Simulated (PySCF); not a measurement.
State search for SiP⁺

Unrestricted PBE0; basis Si def2-TZVPPD, P def2-TZVPPD; no relativity; PySCF 2.14. Outer shells of the fragments: Si+ 3s2 3p1; P 3s2 3p3.

Followed along the bond (rough minima from three points):

```
2Ms+1  unpaired  ⟨S²⟩ at the start  R at minimum (Å)  Te (eV)
    3      π ↑↑               2.01              2.22     0.00
    1      π ↑↓               1.01              2.23     0.27
    3  σ ↑, π ↑               2.08              2.08     0.40
    1  σ ↓, π ↑               1.07              2.07     0.57
    1      none               0.00              2.24     1.20
```

Solutions found at the starting distance of 2.280 Å, counted from the lowest of them; the search is not exhaustive and high or unbound solutions are not listed, so other states can lie among these:

```
2Ms+1    unpaired   term  E (eV)  ⟨S²⟩  ⟨Lz²⟩  μ (D)
    3        π ↑↑    ³Σ⁻    0.00  2.01   0.00  -1.79
    1        π ↑↓  mixed    0.27  1.01   2.02  -1.70
    3    σ ↑, π ↑     ³Π    0.66  2.08   1.01  -2.20
    1    σ ↓, π ↑  mixed    0.86  1.07   1.01  -2.32
    1        none  mixed    1.19  0.00   2.00  -1.37
    5  σ ↑, π ↑↑↑     ⁵Π    1.81  6.01   1.01  -1.04
    3  σ ↑, π ↑↑↓  mixed    2.34  3.02   3.04  -1.11
    3  σ ↓, π ↑↑↑  mixed    2.46  3.04   1.01  -0.91
    3        π ↑↑  mixed    3.33  2.01   2.02   1.12
    5  σ ↑↑, π ↑↑    ⁵Σ⁻    5.06  6.00   0.00  -1.10
    5      π ↑↑↑↑    ⁵Σ⁺    5.27  6.11   0.00  -0.24
    3  σ ↑↑, π ↑↓  mixed    5.76  3.01   2.03  -1.06
    1  σ ↓↓, π ↑↑  mixed    5.96  2.01   0.00  -1.12
    5  σ ↑↑, π ↑↑  mixed    6.05  6.15   2.02  -1.63
```

A term symbol is given only where ⟨S²⟩ and ⟨Lz²⟩ are close to those of a pure state; real π, δ and φ orbitals otherwise mix terms. A positive dipole points towards P; it is taken about the centre of mass and depends on that origin.
